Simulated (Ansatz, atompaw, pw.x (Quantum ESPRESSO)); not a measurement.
pw.x on bcc Hf: one setting changed

Potential: PAW, atompaw 4.2.0.5, PBEsol; core [Xe] 4f14, reference 5d2 6s2 6p0; waves: 6s (bound): rc 3.00 bohr; 6s channel at 0.2 Ry: rc 3.00 bohr; 6p (bound, empty): rc 3.00 bohr; 6p channel at 2 Ry: rc 3.00 bohr; 5d (bound): rc 1.70 bohr; 5d channel at 1.4 Ry: rc 3.00 bohr; local part: ultrasoft scheme with l = 3 at 0 Ry, radius 2.80 bohr; core correction: smooth core density matched at 2.55 bohr; augmentation: besselshape compensation charge, radius 2.50 bohr; PAW radius 3.00 bohr; waves and projectors: custom rrkj gramschmidtortho.

The reference run (k-mesh 13³, cutoffs 45/450 Ry, Fermi–Dirac 0.01 Ry, mixing_beta 0.4, conv_thr 1e-9, no spin) gives 0.85 GPa at 21.370 Å³/atom, where all-electron LAPW gives 0.10 GPa. This run, with its own iteration cap, changes ecutrho/ecutwfc to 2.

```
&control
  calculation='scf', prefix='x', pseudo_dir='./', outdir='./tmp', tstress=.true., disk_io='none'
/
&system
  ibrav=0, nat=1, ntyp=1, ecutwfc=45, ecutrho=90, nbnd=9,
  occupations='smearing', smearing='fd', degauss=0.01
/
&electrons
  conv_thr=1e-09, mixing_beta=0.4, electron_maxstep=50
/
ATOMIC_SPECIES
Hf 1.0 Hf.UPF
CELL_PARAMETERS angstrom
  -1.74816133 1.74816133 1.74816133
  1.74816133 -1.74816133 1.74816133
  1.74816133 1.74816133 -1.74816133
ATOMIC_POSITIONS crystal
Hf 0.0000 0.0000 0.0000
K_POINTS automatic
13 13 13 0 0 0
```

```bash
pw.x < Hf.scf.in > Hf.scf.out
```

Problem. How does the run end?

Solution. It converges in 18 iterations; the free energy moves by +0.1 meV/atom and the pressure by -0.01 GPa. Below 4 the density is truncated and F is no longer variational, so a small shift in one case is no licence.

```
Message from routine set_cutoff:
     ecutrho < 4*ecutwfc, are you sure?
     Message from routine setup:
     using ibrav=0 with symmetry is DISCOURAGED, use correct ibrav instead
     lattice parameter (alat)  =       5.7219  a.u.
     unit-cell volume          =     144.2119 (a.u.)^3
     number of electrons       =         4.00
     number of Kohn-Sham states=            9
     kinetic-energy cutoff     =      45.0000  Ry
     charge density cutoff     =      90.0000  Ry
     scf convergence threshold =      1.0E-09
     Exchange-correlation= SLA PW PSX PSC
     number of k points=    84  Fermi-Dirac smearing, width (Ry)=  0.0100
     negative rho (up, down):  8.923E-03 0.000E+00
     iteration #  1     ecut=    45.00 Ry     beta= 0.40
     negative rho (up, down):  2.105E-02 0.000E+00
     total energy              =    -609.34510245 Ry
     estimated scf accuracy    <       0.01698656 Ry
     iteration #  2     ecut=    45.00 Ry     beta= 0.40
     negative rho (up, down):  3.532E-02 0.000E+00
     total energy              =    -609.34315144 Ry
     estimated scf accuracy    <       0.00442498 Ry
     iteration #  3     ecut=    45.00 Ry     beta= 0.40
     negative rho (up, down):  3.647E-02 0.000E+00
     total energy              =    -609.34350220 Ry
     estimated scf accuracy    <       0.00001364 Ry
     [... 12 iterations left out ...]
     iteration # 16     ecut=    45.00 Ry     beta= 0.40
     negative rho (up, down):  3.748E-02 0.000E+00
     total energy              =    -609.34359550 Ry
     estimated scf accuracy    <          7.9E-09 Ry
     iteration # 17     ecut=    45.00 Ry     beta= 0.40
     negative rho (up, down):  3.748E-02 0.000E+00
     total energy              =    -609.34359550 Ry
     estimated scf accuracy    <          2.8E-09 Ry
     iteration # 18     ecut=    45.00 Ry     beta= 0.40
     negative rho (up, down):  3.748E-02 0.000E+00
     the Fermi energy is     9.1408 ev
!    total energy              =    -609.34359550 Ry
     estimated scf accuracy    <          2.5E-11 Ry
     smearing contrib. (-TS)   =      -0.00819224 Ry
     The total energy is F=E-TS. E is the sum of the following terms:
     one-electron contribution =       6.10275759 Ry
     hartree contribution      =       0.01096581 Ry
     xc contribution           =      -4.01720134 Ry
     ewald contribution        =      -8.81291396 Ry
     one-center paw contrib.   =    -602.61901136 Ry
     convergence has been achieved in  18 iterations
     negative rho (up, down):  3.748E-02 0.000E+00
          total   stress  (Ry/bohr**3)                   (kbar)     P=        8.43
     Message from routine punch:
     Nothing written, as per user request (disk_io='none')
```

The run took about 22 s on one core of a shared host (Intel(R) Xeon(R) Platinum 8259CL CPU @ 2.50GHz, 96 threads, 755 GiB, load 59).
